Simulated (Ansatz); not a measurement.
# CH4FO: the cost of one run

Program: Ansatz 0.2.0. Level of theory: UKS B3LYP-D4/def2-SVP. These are calculated values, not measurements.

### Step 1. The structure to begin with

Bond lengths: C2–O3 1.377 Å, C2–H4 1.108 Å, C2–H5 1.098 Å, C2–H6 1.107 Å, O3–H7 1.073 Å. Angles: C2–O3–H7 106.5°, O3–C2–H4 111.2°, O3–C2–H5 112.3°, O3–C2–H6 110.8°, H4–C2–H5 107.7°, H4–C2–H6 106.8°, H5–C2–H6 107.7°.

As a file:

```xyz
7

F     1.3284   -0.1492   -1.9235
C    -0.5203    0.0864    0.4907
O     0.8109   -0.2663    0.4636
H    -1.1483   -0.7467    0.8652
H    -0.8962    0.3685   -0.5011
H    -0.6867    0.9443    1.1710
H     1.1123   -0.2369   -0.5658
```

### Step 2. Preparing the start

Contents of input.yaml:

```yaml
crystal:
  periodic: [false, false, false]
  atoms:
    - { symbol: F, position_ang: [1.3284, -0.1492, -1.9235] }
    - { symbol: C, position_ang: [-0.5203, 0.0864, 0.4907] }
    - { symbol: O, position_ang: [0.8109, -0.2663, 0.4636] }
    - { symbol: H, position_ang: [-1.1483, -0.7467, 0.8652] }
    - { symbol: H, position_ang: [-0.8962, 0.3685, -0.5011] }
    - { symbol: H, position_ang: [-0.6867, 0.9443, 1.171] }
    - { symbol: H, position_ang: [1.1123, -0.2369, -0.5658] }
total_charge: -1
magnetization:
  spin_polarized: true
basis:
  gaussian: { orbitals: def2-SVP }
hamiltonian:
  xc: b3lyp
  dispersion: d4
relax:
  f_tol: 0.02
  max_steps: 40
```

On the command line:

```bash
> ansatz run input.yaml --threads 1 --pin off --max-ram 2048MiB --backend cpu --events-out ev --progress --plain --runs-dir out
```

**Question.** How long does this run take on 1 thread of Arm Neoverse V1, shared host, and how much memory does it need?

About 23 s, with a peak of 0.14 GiB.
